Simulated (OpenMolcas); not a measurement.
**A workflow on HNO (SMILES N=O)**

Aim: a single-point energy (HF/ANO-R0), then the energy (CASSCF(2,2)/ANO-R3), then a single-point energy (CASPT2(2,2)/ANO-R3) of HNO. 

The calculation is run with OpenMolcas 26.06.

## (1) The system as given

HNO has 3 atoms, charge 0, and is taken as a singlet. SMILES: `N=O`. Geometry: relaxed at GFN2-xTB.

Bond lengths: N1–O2 1.201 Å, N1–H3 1.062 Å. Angles: O2–N1–H3 112.4°.

## (2) A single-point energy at HF/ANO-R0 (sfX2C) (run 1)

step1.inp reads:

```
>>> EXPORT MOLCAS_PRINT=2

&GATEWAY
 Coord
 3
 angstrom
 N       -0.275940       0.297220      -0.114780
 O        0.768580       0.418030       0.466150
 H       -0.492640      -0.715240      -0.351380
 Basis = ANO-R0
 Group = NoSym

&SEWARD

&SCF
 PrOrbitals = 0
```

Launch:

```bash
$ export MOLCAS_MEM=1860
$ pymolcas step1.inp > step1.log
```

Standard output:

```text
--- Start Module: gateway ---
[...]
--- Stop Module: gateway /rc=_RC_ALL_IS_WELL_ ---
--- Start Module: seward ---
[...]
      Basis functions           11
--- Stop Module: seward /rc=_RC_ALL_IS_WELL_ ---
--- Start Module: scf ---
[...]
       Convergence after  11 Iterations
[...]
::    Total SCF energy                               -129.6026422361
[...]
      Total spin, S                                     0.0000000000
[...]
      Total electronic charge=   16.000000
      Total            charge=   -0.000000
[...]
      Dipole Moment (debye):
      Origin of the operator (angstrom)=    0.2559    0.3266    0.1772
                   X=  7.5885E-03               Y= -1.1619E+00               Z= -1.3248E-01           Total=  1.1695E+00
      Quadrupole Moment (debye*angstrom):
[...]
--- Stop Module: scf /rc=_RC_ALL_IS_WELL_ ---
[...]
```

Wall time 1.9 s (1 thread of Arm Neoverse V1, shared host); peak memory 0.37 GiB.

## (3) A single-point energy at CASSCF(2,2)/ANO-R3 (sfX2C, RICD fitting) (run 2)

step2.input reads:

```
&GATEWAY
Coord
3
angstrom
N       -0.275940       0.297220      -0.114780
O        0.768580       0.418030       0.466150
H       -0.492640      -0.715240      -0.351380
Basis=ANO-R0
Group=NoSym
&SEWARD
&RASSCF
FileOrb=$CurrDir/step1.ScfOrb
Alter=1
1 7 8
Spin=1
Nactel=2 0 0
Inactive=7
Ras2=2
OrbListing=Nothing
>>> COPY $Project.RunFile RUNFIL1
>>> COPY $Project.RasOrb INPORB
&GATEWAY
Coord
3
angstrom
N       -0.275940       0.297220      -0.114780
O        0.768580       0.418030       0.466150
H       -0.492640      -0.715240      -0.351380
Basis=ANO-R3
Group=NoSym
RICD
&SEWARD
>>> COPY $Project.RunFile RUNFIL2
&EXPBAS
&RASSCF
FileOrb=$Project.ExpOrb
Spin=1
Nactel=2 0 0
Inactive=7
Ras2=2
OrbListing=Nothing
OrbAppear=Compact
```

Launch:

```bash
$ export MOLCAS_MEM=1860
$ pymolcas step2.input > step2.log
```

Standard output:

```text
--- Start Module: gateway ---
[...]
      Basis functions           11
[...]
      Number of active orbitals                  2
[...]
      Spin quantum number                      0.0
[...]
      Active orbitals                            2
[...]
      Number of CSFs                             3
[...]
      Number of root(s) required                 1
[...]
      Convergence after 10 iterations
[...]
      printout of CI-coefficients larger than  0.05 for root  1
      energy=    -129.667004
      conf/sym  11     Coeff  Weight
             1  20   0.96112 0.92375
             3  02  -0.27614 0.07625
      Natural orbitals and occupation numbers for root  1
      sym 1:   1.847494   0.152506
      ************************************************************************************************************************
      *                                                    Final results                                                     *
[...]
::    RASSCF root number  1 Total energy:   -129.66700449
[...]
      Basis functions           80
[...]
      Convergence after 16 iterations
[...]
      Natural orbitals and occupation numbers for root  1
      sym 1:   1.882074   0.117926
      ************************************************************************************************************************
      *                                                    Final results                                                     *
[...]
::    RASSCF root number  1 Total energy:   -129.97411650
[...]
      Total electronic charge=   16.000000
      Total            charge=   -0.000000
[...]
      Dipole Moment (debye):
      Origin of the operator (angstrom)=    0.2559    0.3266    0.1772
                   X= -6.2186E-01               Y= -1.6146E+00               Z= -5.2721E-01           Total=  1.8087E+00
      Quadrupole Moment (debye*angstrom):
[...]
```

Wall time 7.8 s (1 thread of Arm Neoverse V1, shared host); peak memory 0.37 GiB.

## (4) A single-point energy at CASPT2(2,2)/ANO-R3 (sfX2C, RICD fitting, ipea shift 0.25 Eh, pt2 variant SS) (run 3)

step3.inp reads:

```
&GATEWAY
 Coord
 3
 angstrom
 N       -0.275940       0.297220      -0.114780
 O        0.768580       0.418030       0.466150
 H       -0.492640      -0.715240      -0.351380
 Basis=ANO-R3
 Group=NoSym
 RICD

&SEWARD

&RASSCF
 FileOrb=$CurrDir/step2.RasOrb
 Spin=1
 Nactel=2 0 0
 Inactive=7
 Ras2=2
 OrbListing=Nothing
 OrbAppear=Compact

&CASPT2
 Imaginary=0.2
```

Launch:

```bash
$ export MOLCAS_MEM=1860
$ pymolcas step3.inp > step3.log
```

Standard output:

```text
--- Start Module: gateway ---
[...]
--- Stop Module: gateway /rc=_RC_ALL_IS_WELL_ ---
[...]
      Basis functions           80
[...]
--- Start Module: rasscf ---
[...]
      Number of active orbitals                  2
[...]
      Spin quantum number                      0.0
[...]
      Active orbitals                            2
[...]
      Number of CSFs                             3
[...]
      Number of root(s) required                 1
[...]
      Convergence after  4 iterations
[...]
      printout of CI-coefficients larger than  0.05 for root  1
      energy=    -129.974117
      conf/sym  11     Coeff  Weight
             1  20   0.97007 0.94103
             3  02  -0.24283 0.05897
      Natural orbitals and occupation numbers for root  1
      sym 1:   1.882068   0.117932
      ************************************************************************************************************************
      *                                                    Final results                                                     *
[...]
::    RASSCF root number  1 Total energy:   -129.97411650
[...]
      Total electronic charge=   16.000000
      Total            charge=   -0.000000
[...]
      Dipole Moment (debye):
      Origin of the operator (angstrom)=    0.2559    0.3266    0.1772
                   X= -6.2184E-01               Y= -1.6145E+00               Z= -5.2720E-01           Total=  1.8087E+00
      Quadrupole Moment (debye*angstrom):
[...]
--- Stop Module: rasscf /rc=_RC_ALL_IS_WELL_ ---
[...]
--- Start Module: caspt2 ---
[...]
      E2 (Variational):          -0.3910414000
      Total energy:            -130.3651579020
[...]
      Reference weight:           0.91311
[...]
::    CASPT2 Root  1     Total energy:   -130.36515790
[...]
--- Stop Module: caspt2 /rc=_RC_ALL_IS_WELL_ ---
[...]
```

Wall time 5.1 s (1 thread of Arm Neoverse V1, shared host); peak memory 0.082 GiB.

## (5) Results

| quantity | value |
| --- | --- |
| run 1, HF/ANO-R0: total energy | -129.60264 Eh |
| run 1, HF/ANO-R0: dipole moment | 1.17 D |
| run 1, HF/ANO-R0: HOMO energy | -9.50 eV |
| run 1, HF/ANO-R0: LUMO energy | 5.10 eV |
| run 1, HF/ANO-R0: HOMO–LUMO gap | 14.60 eV |
| run 2, CASSCF(2,2)/ANO-R3: total energy | -129.97412 Eh |
| run 2, CASSCF(2,2)/ANO-R3: dipole moment (CASSCF density) | 1.81 D |
| run 3, CASPT2(2,2)/ANO-R3: total energy | -130.36516 Eh |
| run 3, CASPT2(2,2)/ANO-R3: dipole moment (CASSCF density) | 1.81 D |

What this shows: Mulliken charges (run 2, CASSCF(2,2)/ANO-R3) run from -0.18 on O2 to +0.22 on H3. Mulliken charges (run 3, CASPT2(2,2)/ANO-R3) of the CASSCF density run from -0.18 on O2 to +0.22 on H3; they depend strongly on the basis.
